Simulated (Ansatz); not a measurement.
Methane (`C`): measurement beside calculation (Ansatz, PBE0-D4/def2-TZVP geometry).

Bond lengths: C1–H2 1.090 Å, C1–H3 1.090 Å, C1–H4 1.090 Å, C1–H5 1.090 Å. Angles: H2–C1–H3 109.5°, H2–C1–H4 109.5°, H2–C1–H5 109.5°, H3–C1–H4 109.5°, H3–C1–H5 109.5°, H4–C1–H5 109.5°.

Measured: 1304 cm⁻¹ (gas-phase CH4 infrared peak, C-H bending region, in situ transmission infrared spectroscopy); 3015 cm⁻¹ (gas-phase CH4 infrared peak, C-H stretching region, in situ transmission infrared spectroscopy); 2917 cm⁻¹ (nu1 (A1) symmetric C-H stretch, Raman Q-branch peak, approximate position, spontaneous Raman spectroscopy, 532 nm excitation); 3018.9 cm⁻¹ (nu3 (F2) C-H stretch fundamental, band position, high-resolution infrared absorption); 2914.4 cm⁻¹ (nu1 (A1) totally symmetric C-H stretch fundamental, Raman, quoted from earlier work); 1534 cm⁻¹ (nu2 (E) bending fundamental, approximate, infrared and Raman, quoted from earlier work); 1306 cm⁻¹ (nu4 (F2) bending fundamental, approximate, infrared, quoted from earlier work); 3015 cm⁻¹ (C-H stretching band of gaseous CH4, in situ DRIFTS); 2911 cm⁻¹ (nu1 symmetric C-H stretching, Raman spectroscopy, 532 nm); 3013 cm⁻¹ (triply degenerate antisymmetric C-H stretching, Raman spectroscopy, 532 nm); 3016 cm⁻¹ (C-H antisymmetric stretch (nu3), in situ transmission FTIR); 3016.6 cm⁻¹ (C-H stretching band of gas-phase CH4, operando DRIFTS). Source: Plasma-Derived Atomic Hydrogen Enables Eley–Rideal-Type CO2 Methanation at Low Temperatures, 2024 (pmc:11775702); Depolarization Ratio of the ν1 Raman Band of Pure CH4 and Perturbed by N2 and CO2, 2021 (pmc:8746360); Infrared Absorption Spectrum of Methane From 2470 to 3200 cm−1, 1960 (pmc:5287146); Gallium: A Universal Promoter Switching CO2 Methanation Catalysts to Produce Methanol, 2024 (pmc:11775694); Phase transitions in natural C-O-H-N-S fluid inclusions - implications for gas mixtures and the behavior of solid H2S at low temperatures, 2021 (pmc:8633383); Plasma-Catalytic CO2 Hydrogenation over a Pd/ZnO Catalyst: In Situ Probing of Gas-Phase and Surface Reactions, 2022 (pmc:9400056); Surface Protonics Promotes Catalysis, 2016 (pmc:5131306).

Harmonic PBE0-D4 wavenumbers (cm⁻¹, unscaled): 1326, 1326, 1326, 1551, 1551, 3047, 3168, 3168, 3168. Fundamentals include anharmonicity and usually lie a few per cent under these; harmonic values from spectra compare directly.

Enthalpy of formation at 298 K: -17.9 kcal/mol (zero for an element's reference state; older measured values of the G2 set, as listed by Staroverov and co-workers, J. Chem. Phys. 119, 12129, 2003). With their computed zero-point and thermal terms and the atoms' enthalpies of Curtiss and co-workers (1997) it gives an electronic atomization energy of 420.2 kcal/mol.

```
             level  atomization (kcal/mol)  error  error per bond
       LDA (SPW92)                   462.2   42.0            10.5
            PBE-D4                   420.9    0.7             0.2
         revPBE-D4                   414.7   -5.5            -1.4
           BLYP-D4                   418.5   -1.7            -0.4
         r2SCAN-D4                   419.5   -0.7            -0.2
            B97M-V                   420.8    0.7             0.2
           PBE0-D4                   418.3   -1.9            -0.5
          B3LYP-D4                   421.9    1.8             0.4
        r2SCANh-D4                   418.6   -1.6            -0.4
        r2SCAN0-D4                   417.3   -2.9            -0.7
          HSE06-D4                   418.5   -1.6            -0.4
          BHLYP-D4                   415.1   -5.1            -1.3
      CAM-B3LYP-D4                   422.5    2.3             0.6
           ωB97X-V                   419.1   -1.0            -0.3
           ωB97M-V                   420.4    0.2             0.1
            B2PLYP                   417.7   -2.5            -0.6
          PBE-QIDH                   416.5   -3.7            -0.9
               PBE                   420.3    0.2             0.0
            revPBE                   412.2   -8.0            -2.0
              BLYP                   417.2   -3.0            -0.7
            r2SCAN                   419.3   -0.8            -0.2
              PBE0                   417.9   -2.3            -0.6
             B3LYP                   421.1    0.9             0.2
           r2SCANh                   418.4   -1.7            -0.4
           r2SCAN0                   417.2   -3.0            -0.8
             HSE06                   418.1   -2.0            -0.5
             BHLYP                   414.5   -5.6            -1.4
         CAM-B3LYP                   422.0    1.9             0.5
           LC-ωPBE                   416.5   -3.6            -0.9
     HF/def2-TZVPP                   327.9  -92.2           -23.1
    MP2/def2-TZVPP                   410.5   -9.6            -2.4
SCS-MP2/def2-TZVPP                   414.2   -6.0            -1.5
   CCSD/def2-TZVPP                   410.5   -9.7            -2.4
CCSD(T)/def2-TZVPP                   413.1   -7.1            -1.8
     HF/def2-QZVPP                   328.2  -91.9           -23.0
    MP2/def2-QZVPP                   414.9   -5.3            -1.3
SCS-MP2/def2-QZVPP                   419.2   -1.0            -0.3
   CCSD/def2-QZVPP                   414.2   -6.0            -1.5
CCSD(T)/def2-QZVPP                   417.0   -3.1            -0.8
      HF/CBS(def2)                   328.3  -91.9           -23.0
     MP2/CBS(def2)                   417.9   -2.3            -0.6
    CCSD/CBS(def2)                   416.8   -3.4            -0.9
 CCSD(T)/CBS(def2)                   419.8   -0.4            -0.1
```

Functionals use def2-TZVPP; B3LYP here is the variant with VWN-RPA as its local correlation; programs differ in this. The calculations leave out spin–orbit coupling, scalar relativity and, for the correlated methods, core correlation; together these are worth up to about 1 kcal/mol a heavy atom. HSE06 is defined as in plane-wave codes. CBS extrapolates def2-TZVPP and def2-QZVPP. T1 = 0.009.
